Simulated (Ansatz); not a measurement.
This geometry of ClH3Si + H3N (9 atoms, charge 0, multiplicity 1) is a first-order saddle point.

Computed with RKS PBE0-D4/def2-SVP in Ansatz.

```xyz
9
Properties=species:S:1:pos:R:3
Si -0.326 0.065 -0.131
Cl 0.239 0.677 2.477
H 0.713 -0.953 0.132
H -0.028 1.505 -0.284
H -0.955 -0.346 -1.444
N -1.861 -0.219 0.929
H -2.186 -1.188 0.935
H -2.647 0.387 0.684
H -1.400 0.072 1.877
```

Which two structures does it join? (They come from a converged band through this point; their orientation in space is the band's.)

Bonds broken: Si1–Cl2, N6–H9. Bonds formed: Si1–N6, Cl2–H9. ClH3Si + H3N becomes ClH + H5NSi.

Image 0:

```xyz
9
Properties=species:S:1:pos:R:3
Si 0.269 0.027 0.011
Cl 0.558 0.225 2.069
H 1.673 0.067 -0.516
H -0.435 1.193 -0.585
H -0.282 -1.300 -0.367
N -2.312 -0.049 0.995
H -3.106 -0.218 0.380
H -2.489 0.830 1.479
H -2.326 -0.774 1.711
```

Image 6:

```xyz
9
Properties=species:S:1:pos:R:3
Si -0.449 -0.011 -0.419
Cl -0.271 0.506 3.317
H 0.601 -0.981 -0.006
H 0.029 1.395 -0.323
H -0.844 -0.295 -1.834
N -1.782 -0.179 0.729
H -2.169 -1.114 0.836
H -2.550 0.482 0.627
H -1.015 0.198 2.248
```

How far does it lie above each of them?

0.66 eV above the first and 0.32 eV above the second. This is the barrier of this one path; another mechanism may lie lower. The orbitals stay closed-shell, which can raise the energy where a bond breaks towards radicals; this wasn't checked here.

Run time: 4.3 min on 1 thread of Arm Neoverse V2 (shared host), peak memory 0.16 GiB.
